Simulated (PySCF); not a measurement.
## Atomic charges against the basis set

Compound: C4H7N.
Numbering: `[C-:1]#[N+:2][CH2:3][CH2:4][CH3:5]` (hydrogens: H6, H7 on C3; H8, H9 on C4; H10, H11, H12 on C5)

PBE0 throughout (PySCF), one geometry, spherical d and f functions. The structure is a single PBE0-D3(BJ)/def2-SVP conformer in the gas phase; no vibrational or solvent corrections. Atoms taken as equivalent share a column and are averaged. The first 7 of 8 kinds of atom are listed.

Mulliken charges (e):

```csv
basis,functions,C1,N2,C3,C4,C5,H6/H7,H8/H9
STO-3G,32,+0.023,-0.254,-0.054,-0.135,-0.233,+0.112,+0.089
6-31G,59,-0.008,-0.351,-0.138,-0.321,-0.495,+0.211,+0.181
pcSseg-0,59,+0.094,-0.527,-0.167,-0.549,-0.642,+0.276,+0.258
6-31G*,84,-0.075,-0.191,-0.221,-0.335,-0.532,+0.211,+0.186
def2-SVP,105,-0.177,-0.132,+0.111,-0.126,-0.094,+0.071,+0.057
cc-pVDZ,105,-0.187,-0.083,+0.065,-0.115,-0.093,+0.074,+0.052
"6-311+G(2d,p)",177,-0.403,+0.269,-0.268,-0.179,-0.499,+0.164,+0.146
aug-cc-pVDZ,178,-0.700,+0.083,+0.996,+0.451,+0.432,-0.241,-0.203
def2-TZVP,197,-0.258,+0.030,-0.120,-0.175,-0.388,+0.144,+0.115
IGLO-III,245,+0.013,-0.212,-0.156,-0.186,-0.364,+0.145,+0.122
cc-pVTZ,248,-0.261,+0.029,-0.041,-0.174,-0.294,+0.113,+0.101
```

IAO charges (e):

| basis | functions | C1 | N2 | C3 | C4 | C5 | H6/H7 | H8/H9 |
| --- | --- | --- | --- | --- | --- | --- | --- | --- |
| STO-3G | 32 | -0.049 | -0.123 | -0.189 | -0.255 | -0.394 | +0.157 | +0.142 |
| 6-31G | 59 | -0.093 | -0.120 | -0.176 | -0.257 | -0.434 | +0.170 | +0.147 |
| pcSseg-0 | 59 | -0.105 | -0.109 | -0.174 | -0.267 | -0.426 | +0.169 | +0.150 |
| 6-31G* | 84 | -0.084 | -0.131 | -0.158 | -0.246 | -0.415 | +0.162 | +0.141 |
| def2-SVP | 105 | -0.103 | -0.114 | -0.153 | -0.240 | -0.405 | +0.160 | +0.138 |
| cc-pVDZ | 105 | -0.098 | -0.120 | -0.158 | -0.244 | -0.415 | +0.163 | +0.141 |
| 6-311+G(2d,p) | 177 | -0.109 | -0.115 | -0.164 | -0.251 | -0.428 | +0.168 | +0.145 |
| aug-cc-pVDZ | 178 | -0.109 | -0.115 | -0.163 | -0.250 | -0.426 | +0.167 | +0.144 |
| def2-TZVP | 197 | -0.106 | -0.117 | -0.162 | -0.252 | -0.428 | +0.167 | +0.145 |
| IGLO-III | 245 | -0.108 | -0.116 | -0.165 | -0.252 | -0.429 | +0.168 | +0.146 |
| cc-pVTZ | 248 | -0.103 | -0.119 | -0.163 | -0.252 | -0.429 | +0.167 | +0.145 |

Hirshfeld charges (e):

```
        basis  functions      C1      N2      C3      C4      C5   H6/H7   H8/H9
       STO-3G         32  -0.097  -0.103  +0.084  -0.003  -0.041  +0.034  +0.019
        6-31G         59  -0.115  -0.068  +0.024  -0.045  -0.100  +0.056  +0.040
     pcSseg-0         59  -0.124  -0.045  +0.022  -0.044  -0.103  +0.054  +0.038
       6-31G*         84  -0.117  -0.066  +0.022  -0.047  -0.101  +0.056  +0.041
     def2-SVP        105  -0.125  -0.045  +0.013  -0.057  -0.113  +0.058  +0.044
      cc-pVDZ        105  -0.123  -0.048  +0.015  -0.055  -0.110  +0.057  +0.043
6-311+G(2d,p)        177  -0.109  -0.076  +0.007  -0.064  -0.114  +0.064  +0.049
  aug-cc-pVDZ        178  -0.107  -0.072  +0.002  -0.069  -0.122  +0.065  +0.050
    def2-TZVP        197  -0.113  -0.068  +0.006  -0.064  -0.117  +0.063  +0.049
     IGLO-III        245  -0.109  -0.072  +0.003  -0.067  -0.121  +0.065  +0.050
      cc-pVTZ        248  -0.115  -0.062  +0.006  -0.064  -0.119  +0.062  +0.048
```

Some averages cover members that differ in this geometry, most widely: H8/H9, Mulliken in aug-cc-pVDZ -0.235 to -0.171 e.

Task: Which scheme is steadiest as the basis changes?

Result: Largest range over the bases for any column: IAO 0.06 e, Hirshfeld 0.08 e, Mulliken 1.26 e. IAO charges move least and Mulliken charges most, counted in e. Without the minimal STO-3G basis the ranges are IAO 0.03, Hirshfeld 0.03, Mulliken 1.26 e.

Task: How much do the charges still move between the two largest bases, IGLO-III and cc-pVTZ?

Result: At most, over all atoms: Mulliken 0.274 e, IAO 0.005 e, Hirshfeld 0.009 e.

Task: What do the same runs give for the total energy, the frontier levels and the dipole moment?

Result: 
```json
{"basis": "STO-3G", "energy (Eh)": "-208.4923", "HOMO (eV)": "-5.81", "LUMO (eV)": "4.53", "μ (D)": "3.27"}
{"basis": "6-31G", "energy (Eh)": "-211.0228", "HOMO (eV)": "-8.14", "LUMO (eV)": "1.19", "μ (D)": "3.74"}
{"basis": "pcSseg-0", "energy (Eh)": "-210.6100", "HOMO (eV)": "-8.47", "LUMO (eV)": "0.87", "μ (D)": "3.90"}
{"basis": "6-31G*", "energy (Eh)": "-211.0815", "HOMO (eV)": "-8.25", "LUMO (eV)": "1.22", "μ (D)": "3.69"}
{"basis": "def2-SVP", "energy (Eh)": "-210.9335", "HOMO (eV)": "-8.42", "LUMO (eV)": "0.82", "μ (D)": "3.89"}
{"basis": "cc-pVDZ", "energy (Eh)": "-211.0979", "HOMO (eV)": "-8.38", "LUMO (eV)": "0.93", "μ (D)": "3.83"}
{"basis": "6-311+G(2d,p)", "energy (Eh)": "-211.1452", "HOMO (eV)": "-8.68", "LUMO (eV)": "-0.01", "μ (D)": "3.97"}
{"basis": "aug-cc-pVDZ", "energy (Eh)": "-211.1103", "HOMO (eV)": "-8.65", "LUMO (eV)": "-0.29", "μ (D)": "3.97"}
{"basis": "def2-TZVP", "energy (Eh)": "-211.1622", "HOMO (eV)": "-8.65", "LUMO (eV)": "0.52", "μ (D)": "3.94"}
{"basis": "IGLO-III", "energy (Eh)": "-211.1670", "HOMO (eV)": "-8.67", "LUMO (eV)": "0.30", "μ (D)": "3.96"}
{"basis": "cc-pVTZ", "energy (Eh)": "-211.1575", "HOMO (eV)": "-8.60", "LUMO (eV)": "0.58", "μ (D)": "3.90"}
```

The dipole is fixed by the density alone, so its range of 0.70 D shows that the density itself changes with the basis, not only its division among atoms.
